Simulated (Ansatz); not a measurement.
# Relative stability

Two relaxed structures of CH$_{3}$SSi (charge +1), closed shell (PBE0-D4/def2-TZVP; forces vanish, vibrations not checked).

A:

| atom | x (Å) | y (Å) | z (Å) |
| --- | --- | --- | --- |
| Si1 | -0.1517 | -0.0417 | -0.6192 |
| C2 | 0.7609 | -1.0176 | 0.5949 |
| S3 | 1.6487 | -2.2203 | 1.0638 |
| H4 | -1.6223 | -0.1521 | -0.5841 |
| H5 | 0.4817 | 1.2123 | -1.0690 |
| H6 | 0.4419 | -0.2450 | 1.3835 |

B:

| atom | x (Å) | y (Å) | z (Å) |
| --- | --- | --- | --- |
| Si1 | -0.4094 | 0.5088 | -0.3316 |
| C2 | 0.6572 | -0.8196 | 0.5326 |
| S3 | 1.4879 | -1.8519 | 1.2056 |
| H4 | -1.5494 | -0.2876 | -0.8267 |
| H5 | 0.5171 | 1.0182 | -1.3619 |
| H6 | -0.7034 | 1.4322 | 0.7820 |

Computed with Ansatz 0.2.0 (basis: def2-TZVPP); correlated methods freeze the cores. B3LYP uses VWN-RPA correlation.

Question: Which structure is lower at CCSD(T), and by how much? (Judge from chemistry; the value comes from the calculation.)

Answer: By the calculation: B, by 1.544 eV (electronic energy, against the other). By their contacts, A is CH₃SSi ([SiH2][CH][S]), total charge +1 and B is CH₃SSi ([SiH3][C][S]), total charge +1.

All methods give the same order:

```csv
method,E(B) − E(A) (eV)
PBE-D4,-1.098
r2SCAN-D4,-1.267
PBE0-D4,-1.204
B3LYP-D4,-1.270
wB97M-V,-1.390
HF,-1.608
MP2,-1.665
CCSD,-1.533
CCSD(T),-1.544
```

T1 diagnostic: at most 0.027. The T1 diagnostic is large here, which may signal multireference character or strong orbital relaxation, so CCSD(T) is less sure. The restricted Hartree–Fock reference is unstable towards an unrestricted one at one or more of these structures.

Labels in which every atom is bracketed show which atoms are joined, not bond orders.

For scale, one of the runs: CCSD(T)/def2-TZVPP, 157 basis functions, launched by `ansatz run in.yaml --threads 2 --pin off --events-out ev --progress --plain --max-ram 4352MiB`. Hardware: 2 CPU threads of an Arm Neoverse V2, shared host. Wall time 14 s; peak host memory 0.99 GiB.
